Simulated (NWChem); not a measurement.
Correlation energy of CH (+1)

```
C
H 1 1.1472
```
Charge +1, spin multiplicity 1.

Program: NWChem. All single points use one geometry, from PBE0/def2-SVP, a minimum by its harmonic frequencies.

Basis set: def2-QZVP. Each correlation energy counts from its own Hartree-Fock reference.

The correlated methods keep 1 core orbital frozen. The structure started from a generated list of species. No row is a measurement; the coupled-cluster row has its own basis-set and correlation limits.

Task: For the correlation energy, MP2 gives -90.4 mHa and SCS-MP2 gives -103.0 mHa. What do CR-CCSD[T], CR-CCSD(T), CCSD give?

Result: CR-CCSD[T]: -120.4 mHa; CR-CCSD(T): -120.4 mHa; CCSD: -118.3 mHa.
